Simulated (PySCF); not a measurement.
CH3S, SMILES C[S], multiplicity 2. Atoms are numbered in the order given.

```xyz
5

C     -1.0993    -0.0094     0.0000
S      0.6885    -0.0021     0.0000
H     -1.4110     1.0418     0.0000
H     -1.5044    -0.4756    -0.8990
H     -1.5044    -0.4756     0.8990
```
Charge 0, spin multiplicity 2.

Geometry: r2SCAN-D4/def2-TZVP. The isomer is the one that the SMILES or the coordinates give; other isomers of the formula were not compared.

Level of theory: r2SCAN/def2-TZVPD (PySCF).

Mulliken values depend strongly on the basis, most of all with diffuse functions as here. ESP charges are fitted to the potential on shells at 1.4 to 2.0 van der Waals radii. Atomic charges (e):

```tsv
atom	ESP fit	Mulliken	Mulliken spin
C1	…	-0.28	-0.11
S2	…	-0.24	1.01
H3	…	0.16	0.08
H4	…	0.18	0.01
H5	…	0.18	0.01
```

Q: Some entries are withheld; supply them. (The exact figures need the calculation; the answer reports its results.)

A: 
- C1, ESP fit: -0.30
- S2, ESP fit: -0.13
- H3, ESP fit: 0.16
- H4, ESP fit: 0.13
- H5, ESP fit: 0.13
